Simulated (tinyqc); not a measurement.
UHF in the sto-3g basis, for LiH, spin multiplicity 1, step by step. Computed by tinyqc, a small Python program that keeps every step (integrals from PySCF). Settings: charge = 0, multiplicity = 1, basis = sto-3g, energy threshold = 1e-09, iteration cap = 86, orthogonalisation = canonical, start = core, DIIS depth = 3, DIIS from iteration = 3, method = UHF, break = 0.7. Command: `OMP_NUM_THREADS=1 python tinyqc.py 26869 26870 out.jsonl` (the two numbers bound the seeds that draw the settings). One thread of a shared host (Intel(R) Xeon(R) Processor @ 2.60GHz), about 0.2 s of CPU time with the checks.

Geometry (angstrom):
```
atom         x         y         z
Li    0.000000  0.000000  0.000000
H     0.000000  0.000000  2.728000
```

Stop when the energy changes by less than 1e-09 hartree and every element of the error matrix X^T (F D S - S D F) X (for each spin) is below 9e-06.

Course of the cycle:
```
iteration  E (hartree)     change  largest element of the error matrix
1          -7.52283035          -                             2.05e-01
2          -7.73700224  -2.14e-01                             6.77e-02
3          -7.76714905  -3.01e-02                             2.87e-02
4          -7.77862322  -1.15e-02                             2.55e-02
5          -7.79138841  -1.28e-02                             4.35e-03
6          -7.79156473  -1.76e-04                             5.51e-03
7          -7.79232388  -7.59e-04                             2.96e-03
8          -7.79240598  -8.21e-05                             1.27e-03
9          -7.79247203  -6.60e-05                             1.44e-04
10         -7.79247226  -2.39e-07                             1.09e-05
11         -7.79247227  -2.45e-09                             2.56e-06
12         -7.79247227  -1.21e-10                             1.27e-07
```

Can the last value be used, and what does the course show?

Yes. Converged in 12 iterations. PySCF UHF in the same basis, after a stability check = -7.79247227 hartree.
